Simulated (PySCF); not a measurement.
**TDDFT excited states: C4H7N**

C4H7N.
InChI=1S/C4H7N/c1-3-4(2)5/h1,4H,5H2,2H3/t4-/m1/s1

Level of theory: TDDFT CAM-B3LYP/def2-SVPD, vertical, gas phase, core orbitals frozen in the response (PySCF). Geometry: PBE0-D3(BJ)/def2-SVP, one conformer, isolated molecule. Torsions of this conformer, `[CH:1]#[C:2][C@@H:3]([CH3:4])[NH2:5]`: H–N5–C3–C2 56°, H–N5–C3–C2 173°.

Question: Predict the UV-vis stick spectrum at this level.

Answer: 

```tsv
state	E (eV)	E (hartree)	f	main configurations (H = HOMO, L = LUMO)
S1	6.35	0.2333	0.0038	H→L (50%), H→L+1 (20%)
S2	6.56	0.2410	0.0075	H→L (32%), H-2→L+1 (28%)
S3	6.77	0.2489	0.0041	H-1→L (22%), H-1→L+4 (12%), H-2→L+1 (11%)
S4	6.84	0.2515	0.0027	H-1→L+1 (24%), H-1→L+3 (14%), H-2→L (14%)
S5	7.48	0.2749	0.026	H→L+1 (29%), H-2→L (22%), H→L (11%)
S6	7.59	0.2790	0.024	H→L+2 (36%), H→L+1 (21%), H-2→L+1 (9%)
S7	7.76	0.2852	0.065	H-1→L (37%), H-1→L+2 (32%), H-2→L (14%)
S8	7.94	0.2918	0.013	H→L+4 (18%), H-2→L+2 (16%)
S9	8.11	0.2980	0.044	H→L+3 (47%), H→L+5 (24%)
S10	8.32	0.3056	0.037	H→L+4 (41%), H→L+2 (18%)
```

Triplets (Tamm–Dancoff): T1 5.35 eV, H-1→L+1 (26%), H-2→L+4 (10%), H-2→L+3 (9%); T2 5.82 eV, H-1→L+1 (21%), H→L+1 (12%), H→L (12%); T3 5.86 eV, H-2→L+1 (25%), H-1→L+4 (10%); T4 6.19 eV, H→L (59%), H-2→L (10%).

The lowest singlet comes at 195 nm (612 kJ/mol) in the vacuum ultraviolet; it is very weak; its leading configuration is HOMO→LUMO (50%). The strongest level in the table is S7 at 7.76 eV (160 nm, f = 0.065). Löwdin shares by element: HOMO nitrogen 49%, carbon 22% or more, hydrogen 8% or more (atoms not listed hold the other 22%); LUMO carbon 26% or more, hydrogen 24% or more (atoms not listed hold the other 50%). The oscillator strengths of these states sum to 0.227; summed over the whole spectrum of an exact calculation they would give the number of electrons, 38 (Thomas–Reiche–Kuhn). Weighted by f, the mean energy of these states is 7.79 eV. Of the 10 states listed, 6 reach f = 0.01 and none stays under 0.0005. All these states lie below the vertical ionisation energy of 9.55 eV (ΔSCF). Only the lowest 10 singlets were computed, as vertical energies without vibronic structure.
